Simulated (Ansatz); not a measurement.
# doublet SiCl: levels of theory in one basis

| atom | x (Å) | y (Å) | z (Å) |
| --- | --- | --- | --- |
| Si | 0.0000 | 0.0000 | -1.1259 |
| Cl | 0.0000 | 0.0000 | 1.1259 |

Basis set: def2-SVP (spherical functions). Correlated methods keep 10 orbitals frozen. Correlation on ROHF uses semicanonical orbitals with singles. Charge 0, multiplicity 2.

Computed with Ansatz (development build ahead of 0.2.0); each method stands on the lowest determinant of its kind that the runs found.

```json
{"method": "ROHF", "E − E(ROHF) (eV)": "0.00", "<S²> of the determinant": "–"}
{"method": "UHF", "E − E(ROHF) (eV)": "-0.11", "<S²> of the determinant": "0.77"}
{"method": "ROHF-MP2", "E − E(ROHF) (eV)": "-5.24", "<S²> of the determinant": "–"}
{"method": "UHF-MP2", "E − E(ROHF) (eV)": "-5.23", "<S²> of the determinant": "0.77"}
```

Task: What does ROHF-CCSD(T) give on the same scale?

Result: -6.15 eV.
